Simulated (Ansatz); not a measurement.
`C=COC(C)=O`, charge 0, multiplicity 1.

Q: Give a relaxed structure at PBE0-D4/def2-TZVP (Ansatz). (Estimate.)

A: Ansatz gave: 
Z-matrix (Å, degrees):
```
C
C 1 1.494
H 1 1.092 2 109.8
H 1 1.087 2 109.5 3 -121.2
H 1 1.092 2 109.8 3 117.7
O 2 1.197 1 126.2 3 121.3
O 2 1.359 1 110.1 3 -58.7
C 7 1.371 2 117.9 1 -180.0
C 8 1.321 7 120.2 2 -179.8
H 8 1.082 7 114.6 2 0.2
H 9 1.081 8 119.5 7 -180.0
H 9 1.083 8 121.7 7 -0.0
```
Point group Cs.
This is one stationary point; other conformers may exist.
